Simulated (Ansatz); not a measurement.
Ansatz (a quantum-chemistry and plane-wave program) input (MP2/def2-TZVPP):

Ansatz 0.2 input:
```yaml
crystal:
  periodic: [false, false, false]
  atoms:
    - {symbol: O, position_ang: [-0.01015087, 1.07558797, -0.21689088]}
    - {symbol: O, position_ang: [0.00927284, 0.00110539, 0.42846783]}
    - {symbol: O, position_ang: [0.00087803, -1.07669336, -0.21157695]}
basis:
  gaussian:
    orbitals: def2-TZVPP
magnetization: {spin_polarized: false}
correlation: {method: mp2, electrons: outside_noble_gas}
output: {forces: true}
```

Output:

```
Functional definition: HF
integrals: 0.04 GiB planned
626 factors; integrals over basis functions are off by at most 8.1e-4 eV
mean field: 0.17 GiB planned
mean field evaluation 1: about -6101.1182 eV, gradient 4.9e1 eV
mean field evaluation 2: about -6101.1262 eV, gradient 4.9e1 eV
mean field evaluation 4: about -6105.0446 eV, gradient 3.5e0 eV
mean field evaluation 8: about -6105.1027 eV, gradient 2.0e-1 eV
mean field -6105.10312407 eV, -224.3584016221 hartree, gradient 1.5e-6 eV, S^2 0.000000; 0 other end points of the search recorded, 0 dependent functions left out; unrestricted orbitals would lower it
mean field evaluation 16: about -6106.9942 eV, gradient 4.2e0 eV
unrestricted determinant -6107.24259004 eV, -224.4370255461 hartree, S^2 0.9160
3 core orbitals not correlated
reference -6105.10312407 eV, -224.3584016221 hartree; 9, 9 occupied and 81, 81 virtual orbitals, 626 factors
densities: 0.13 GiB planned
second order -20.88393931 eV of doubles, -0.00000000 eV of singles
the calculation of the forces begins
Total energy: -6125.98706338 eV, -225.1258722362 hartree
Atom 0 at    -0.010151     1.075588    -0.216891 Å, force    -0.025382     1.192081    -0.892950 eV/Å
Atom 1 at     0.009273     0.001105     0.428468 Å, force     0.038523     0.004592     1.780003 eV/Å
Atom 2 at     0.000878    -1.076693    -0.211577 Å, force    -0.013141    -1.196673    -0.887052 eV/Å
Dipole moment:     0.002244     0.000267     0.103681 e Å
```
